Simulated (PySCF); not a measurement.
dichloromethane (CH2Cl2), SMILES ClCCl. Heavy atoms are numbered as in [Cl:1][CH2:2][Cl:3]. Hydrogens are named by the atom that carries them.

Geometry: PBE0-D3(BJ)/def2-TZVP.

Method: KT2/pcSseg-2 in PySCF.

GIAO shieldings, no solvent; atoms alike by connectivity are averaged. δ = σ(ref) − σ: ³⁵Cl against HCl (σ = 945.0 ppm); ¹³C against TMS (σ = 184.2 ppm); ¹H against TMS (σ = 31.47 ppm), references at their B3LYP-D3(BJ)/def2-TZVP geometries, non-relativistic (without spin–orbit terms, shifts of atoms bonded to Cl or Br come out too high).

```tsv
nucleus	atoms	count	δ (ppm)
³⁵Cl	Cl1	2	212.4
¹³C	C2 (CH2)	1	70.2
¹H	H on C2	2	5.76
```
